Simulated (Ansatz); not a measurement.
Geometry optimisation, RKS PBE/6-31G* (Ansatz).

Input:

```yaml
crystal:
  periodic: [false, false, false]
  atoms:
    - { symbol: Si, position_ang: [0.389868, -0.323454, -0.55569] }
    - { symbol: O, position_ang: [-0.818447, 0.04109, 2.038347] }
    - { symbol: H, position_ang: [-1.294197, -0.80745, 2.13283] }
    - { symbol: H, position_ang: [1.311731, -0.421929, -1.743746] }
    - { symbol: Si, position_ang: [-0.782178, 1.709213, -0.496399] }
    - { symbol: H, position_ang: [-2.23341, 1.483553, -0.200571] }
    - { symbol: H, position_ang: [-0.196559, 2.61763, 0.543038] }
    - { symbol: H, position_ang: [-0.691371, 2.419909, -1.821941] }
    - { symbol: H, position_ang: [-0.524999, -1.513662, -0.621237] }
    - { symbol: H, position_ang: [1.251496, -0.4997, 0.632462] }
    - { symbol: H, position_ang: [0.134566, -0.225999, 2.102707] }
basis:
  gaussian: { orbitals: "6-31G*" }
hamiltonian:
  xc: pbe
relax:
  f_tol: 0.03
  max_steps: 50
output:
  orbitals: {}
```

Launched with:

```bash
$ ansatz run input.yaml --threads 1 --pin off --max-ram 2048MiB --backend cpu --events-out ev --progress --plain --runs-dir out
```

Where does it end, and by what steps?

The forces met the threshold. The force dipped under the threshold on the way, but the program's further checks kept it going. After 10 steps the energy has fallen by 0.090 eV; H11 moved furthest, 0.45 Å.

```
step  energy less start (eV)  largest force component (eV/Å)  accepted
   0                  0.0000                           0.617       yes
   1                 -0.0635                           0.347       yes
   2                 -0.0500                           0.231        no
   3                 -0.0769                           0.318       yes
   4                 -0.0860                           0.095       yes
   5                 -0.0836                           0.162        no
   6                 -0.0867                           0.040       yes
   7                 -0.0891                           0.009       yes
   8                 -0.0892                           0.136       yes
   9                 -0.0893                           0.124       yes
  10                 -0.0899                           0.002       yes
```

```xyz
11
Properties=species:S:1:pos:R:3
Si 0.453 -0.338 -0.636
O -0.945 0.088 2.078
H -1.340 -0.796 1.938
H 1.112 -0.493 -1.981
Si -0.745 1.677 -0.460
H -2.204 1.427 -0.223
H -0.193 2.547 0.629
H -0.629 2.450 -1.748
H -0.436 -1.539 -0.458
H 1.550 -0.433 0.389
H -0.077 -0.110 2.483
```

Whether the end is a true minimum wasn't checked by a vibrational analysis.

The run took 23 s on 1 thread of Arm Neoverse V2, with other jobs on the host, peak memory 0.11 GiB.
